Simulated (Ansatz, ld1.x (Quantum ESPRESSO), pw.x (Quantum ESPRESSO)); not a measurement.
# Equation-of-state test of one TM potential (Hf)

ld1.x (Quantum ESPRESSO) 7.5 input, shortened:

```
&input
   title='Hf', zed=72., rel=1, dft='PW', iswitch=3,
   config='[Xe] 4f14 5d2 5f-2 6s1.5 6p0'
 /
 &inputp
   pseudotype=2, tm=.true., lloc=0,
   nlcc=.true.
 /
4
6P  2  1   0.00   0.00  3.50  3.50  0.0
5D  3  2   2.00   0.00  1.80  1.80  0.0
5F  4  3  -2.00  -0.10  2.85  2.85  0.0
6S  1  0   1.50   0.00  2.55  2.55  0.0
 &test
   configts(1)='5d2 6s1.5 6p0'
 /
```

Crystal test: bcc Hf in pw.x 7.5, no spin, 13³ k-points, Fermi–Dirac smearing 0.01 Ry, cutoffs 50/200 Ry. The reference is all-electron LAPW (Ansatz 0.2.0) with the same functional, mesh and smearing; V0 and B0 come from Birch–Murnaghan fits to the pressures at five volumes. Errors are pseudo minus all-electron; Δ is the rms difference of the E(V) curves that follow from these fits, minima aligned, over ±6 % about the mean V0. Mesh and smearing are coarse, so the numbers serve the comparison and aren't converged zero-temperature values; the lattice is a test structure that the element need not adopt.

```
V (Å³/atom)  P all-electron (GPa)  P pseudo (GPa)
     19.524                  5.88            6.79
     20.038                  2.65            3.42
     20.552                 -0.24            0.39
     21.066                 -2.84           -2.35
     21.580                 -5.17           -4.82
```

All-electron: a0 = 3.449 Å (V0 = 20.51 Å³/atom), B0 = 110.4 GPa.

Pseudopotential: mean pressure error (GPa): +0.63; a0 (Å): 3.455; a0 error (%): +0.19; B0 error (%): +3.4; Δ (meV/atom): 2.9. The largest radius (3.50 bohr) exceeds half the bond length (2.82 bohr), so the spheres overlap, which is one possible source of error among others.

**Question.** At the middle volume, how do free energy and pressure move when the wave cutoff is lowered (ecutrho kept at four times it)?

**Answer.**

```csv
cutoff (Ry),shift of F (meV/atom),shift of P (GPa)
22,+134.4,-5.14
30,+3.9,-0.22
40,+1.3,-0.00
```

The run at the middle volume (84 k-points, 6 iterations) took about 5.5 s on one core of a shared host (Neoverse-V1, 32 threads, 247 GiB, load 19).
